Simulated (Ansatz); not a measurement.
# BSiH₄ (doublet): wave-function methods side by side at distance B1–H4 along a hydrogen transfer = 1.299 Å, cc-pVDZ

Aim: climb from Hartree-Fock through coupled cluster and multireference methods for BSiH₄ (doublet) at one geometry and basis, and see what each rung misses.

Method: cc-pVDZ, core rule «outside noble gas», up to 6 orbitals frozen; program: Ansatz 0.2.0, Gaussian basis.

The runs, in order: UHF; CCSD(T) on ROHF; CCSD(T) on UHF; BCCD(T) on ROHF; CISD; CCSDT(Q) on ROHF; CCSDT(Q) on UHF; CASSCF and MRCISD+Q, 3 electrons in 3 orbitals; CASSCF and NEVPT2, 3 electrons in 3 orbitals; CASSCF and NEVPT2, 9 electrons in 9 orbitals.

6 further runs of the same task are left out: 5 that didn't finish, 1 set aside as unsound or not needed.

## 1. The geometry

The geometry derives from fragments relaxed apart (PBE0/def2-TZVP) and kept rigid, so it is no stationary point. A hydrogen atom is moved between rigid fragments.

6 atoms, charge 0, spin multiplicity 2.

Atoms are counted from 1 here; the program's logs count them from 0.

Bond lengths: B1–H2 1.193 Å, B1–H3 1.193 Å, B1–H4 1.299 Å, H4–Si5 1.705 Å, Si5–H6 1.532 Å. Angles: H2–B1–H3 120.0°, H2–B1–H4 120.0°, H3–B1–H4 120.0°, B1–H4–Si5 180.0°, H4–Si5–H6 105.0°.

Coordinates:

```xyz
6
charge 0, multiplicity 2
B    -2.04766    0.03474    0.00000
H    -2.64440    1.06831    0.00000
H    -2.64440   -0.99883    0.00000
H    -0.74866    0.03474    0.00000
Si    0.95634    0.03474    0.00000
H     1.35277   -1.44477    0.00000
```

## 2. UHF

in.yaml reads:

```yaml
crystal:
  periodic: [false, false, false]
  atoms:
    - {symbol: B, position_ang: [-2.047664, 0.034738, 0.000000]}
    - {symbol: H, position_ang: [-2.644397, 1.068310, 0.000000]}
    - {symbol: H, position_ang: [-2.644397, -0.998833, 0.000000]}
    - {symbol: H, position_ang: [-0.748664, 0.034738, 0.000000]}
    - {symbol: Si, position_ang: [0.956336, 0.034738, 0.000000]}
    - {symbol: H, position_ang: [1.352771, -1.444775, 0.000000]}
basis:
  gaussian: {orbitals: cc-pVDZ}
magnetization: {spin_polarized: true, initial_magnetization: 1}
hamiltonian: {xc: hf}
output: {orbitals: {seedname: orbitals}}
```

Run with:

```sh
ansatz run in.yaml --threads 1 --pin off --events-out ev --progress --plain --max-ram 2393MiB
```

Further steps of the session: CCSD(T) on ROHF; CCSD(T) on UHF; BCCD(T) on ROHF; CISD; CCSDT(Q) on ROHF; CCSDT(Q) on UHF; CASSCF and MRCISD+Q, 3 electrons in 3 orbitals; CASSCF and NEVPT2, 3 electrons in 3 orbitals; CASSCF and NEVPT2, 9 electrons in 9 orbitals.

Before running them: what should the planned runs give, taken together? Wanted: UCCSDT(Q) below the RHF energy; RMP2 from UCCSDT(Q); UMP2 from UCCSDT(Q); RCCSD from UCCSDT(Q); RCCSD(T) from UCCSDT(Q); UCCSD(T) from UCCSDT(Q); RCCSDT(Q) from UCCSDT(Q); NEVPT2 pair from UCCSDT(Q); MRCISD+Q pair from UCCSDT(Q).

As calculated:

| quantity | value |
| --- | --- |
| UCCSDT(Q) below the RHF energy | -6.1830 eV |
| RMP2 from UCCSDT(Q) | +140.6 kJ/mol |
| UMP2 from UCCSDT(Q) | +143.3 kJ/mol |
| RCCSD from UCCSDT(Q) | +19.3 kJ/mol |
| RCCSD(T) from UCCSDT(Q) | +4.7 kJ/mol |
| UCCSD(T) from UCCSDT(Q) | +4.8 kJ/mol |
| RCCSDT(Q) from UCCSDT(Q) | +0.1 kJ/mol |
| NEVPT2 pair from UCCSDT(Q) | +140.0 kJ/mol |
| MRCISD+Q pair from UCCSDT(Q) | +4.6 kJ/mol |
| levels within 1 kcal/mol (43 meV) | RCCSDT, UCCSDT, RCCSDT(Q) |
| T1 diagnostic | 0.030 |

What this shows: RCCSD(T) misses by +4.7 kJ/mol, 0.8 % of the correlation energy. Of the multireference levels listed MRCISD+Q pair comes nearest in total energy (+4.6 kJ/mol), which doesn't show that its space is the better one. These misses are within one basis, not against nature; the frozen cores of restricted and unrestricted runs differ, which can shift their rows.
